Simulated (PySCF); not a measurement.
One molecule, a ladder of functionals, a line

Molecule: isobutyric acid (SMILES CC(C)C(=O)O).

Geometry:
```tsv
atom	x (Å)	y (Å)	z (Å)
C1	-0.528	1.452	0.249
C2	-0.259	0.121	-0.430
C3	-0.882	-1.061	0.315
C4	1.227	-0.091	-0.621
O5	2.097	0.646	-0.239
O6	1.492	-1.226	-1.287
H7	-1.610	1.641	0.309
H8	-0.118	1.458	1.270
H9	-0.058	2.282	-0.296
H10	-0.684	0.132	-1.451
H11	-0.707	-2.007	-0.215
H12	-1.968	-0.915	0.416
H13	-0.460	-1.150	1.329
H14	2.458	-1.282	-1.354
```

GIAO shieldings (ppm, equivalent atoms averaged) in PySCF 2.14.0 with density-fitted response routines on the PBE0-D3(BJ)/def2-SVP geometry, basis pcSseg-1, gas phase, non-relativistic:

| functional | exact exchange (%) | σ(O6) |
| --- | --- | --- |
| BLYP | 0 | 109.1 |
| BP86 | 0 | 112.2 |
| PBE | 0 | 111.7 |
| B3LYP | 20 | 119.8 |
| PBE0 | 25 | 124.6 |
| mPW1PW91 | 25 | 123.7 |
| HF | 100 | 156.3 |

Problem. Fit each shielding as a line in the percentage of exact exchange.

Solution. σ(O6) = 111.5 + 0.45 x (rms 1.3 ppm). The functionals also differ in their semilocal parts, which the line can't hold; Hartree–Fock has no correlation at all.

Problem. What does the line predict for BHandHLYP (50 %), and what does the run give?

Solution. σ(O6): 134.0 predicted, 134.5 computed ppm.
